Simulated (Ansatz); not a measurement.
in.yaml

```yaml
crystal:
  periodic: [false, false, false]
  atoms:
    - {symbol: Ga, position_ang: [0.000000, 0.044553, 1.515617]}
    - {symbol: C, position_ang: [0.000000, -0.868553, -0.005319]}
    - {symbol: Ge, position_ang: [0.000000, 0.090278, -1.493752]}
    - {symbol: H, position_ang: [0.000000, 0.761731, 2.873831]}
basis:
  gaussian: {orbitals: STO-3G}
total_charge: 1
magnetization: {spin_polarized: false, initial_magnetization: 1}
correlation: {method: sc_nevpt2, electrons: outside_noble_gas, active_space: {window: {electrons: 7, orbitals: 5}}}
output: {forces: true}
```

```sh
$ ansatz run in.yaml --threads 1 --pin off --events-out ev --progress --plain --max-ram 2393MiB
```

Roughly how long does this take on 1 thread of Arm Neoverse N1, shared host, and how much host memory?

61 s wall and 0.15 GiB.

```
437 factors; integrals over basis functions are off by at most 5.0e-5 eV
mean field evaluation 1: about -108572.1498 eV, gradient 5.5e1 eV
mean field evaluation 2: about -108572.1726 eV, gradient 5.5e1 eV
mean field evaluation 4: about -108582.0632 eV, gradient 1.2e1 eV
mean field evaluation 8: about -108582.8892 eV, gradient 2.3e-1 eV
mean field evaluation 16: about -108572.1498 eV, gradient 5.5e1 eV
mean field evaluation 32: about -108584.4757 eV, gradient 1.3e0 eV
mean field evaluation 64: about -108577.7934 eV, gradient 1.4e0 eV
mean field evaluation 96: about -108584.5750 eV, gradient 5.3e-3 eV
mean field evaluation 128: about -108582.8878 eV, gradient 1.7e-2 eV
mean field evaluation 160: about -108584.5580 eV, gradient 1.1e-1 eV
mean field evaluation 192: about -108580.3343 eV, gradient 5.6e0 eV
mean field evaluation 224: about -108582.1084 eV, gradient 1.2e1 eV
mean field -108584.57504423 eV, -3990.4095316069 hartree, gradient 1.4e-9 eV, S^2 0.750000; 19 other end points of the search recorded, 0 dependent functions left out
reference -108584.57504423 eV, -3990.4095316069 hartree; 35, 34 occupied and 7, 8 virtual orbitals, 437 factors
state -108585.56766445 eV, -3990.4460097272 hartree
state -108585.56766445 eV, -3990.4460097272 hartree; corrected -108589.21646306 eV, -3990.5801006028 hartree
state -108583.72689035 eV, -3990.3783625267 hartree
state -108583.72689035 eV, -3990.3783625267 hartree; corrected -108586.02106375 eV, -3990.4626718442 hartree
state -108585.56766445 eV, -3990.4460097272 hartree; corrected -108589.21646306 eV, -3990.5801006028 hartree
state -108583.72166609 eV, -3990.3781705388 hartree
state -108583.72166609 eV, -3990.3781705388 hartree; corrected -108585.74574188 eV, -3990.4525539522 hartree
state -108585.56766445 eV, -3990.4460097272 hartree; corrected -108589.21646306 eV, -3990.5801006028 hartree
the calculation of the forces begins
Total energy: -108589.21646306 eV, -3990.5801006028 hartree
Atom 0 at     0.000000     0.044553     1.515617 Å, force    -0.000002    -1.494043    -3.157945 eV/Å
Atom 1 at     0.000000    -0.868553    -0.005319 Å, force     0.000001     1.955236     1.784126 eV/Å
Atom 2 at     0.000000     0.090278    -1.493752 Å, force     0.000000    -0.521595     1.010073 eV/Å
Atom 3 at     0.000000     0.761731     2.873831 Å, force     0.000001     0.060402     0.363746 eV/Å
Dipole moment:     0.000000     0.119750     0.055800 e Å
```

Forces (eV/Å):
```
Ga   0.000 -1.494 -3.158
C    0.000  1.955  1.784
Ge   0.000 -0.522  1.010
H    0.000  0.060  0.364
```
